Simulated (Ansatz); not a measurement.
Species: CHO, SMILES `[CH]=O` (charge 0, multiplicity 2), formula CHO.

Question: How many basis functions does frozen-core CCSD(T)/def2-TZVPP // B3LYP-D3(BJ)/def2-TZVP run with Ansatz (a quantum-chemistry and plane-wave program) use, how many core orbitals are frozen, and how many electrons are correlated?

Answer: 76 basis functions and 2 frozen orbitals, which leaves 11 correlated electrons. Core time is of the order of seconds.
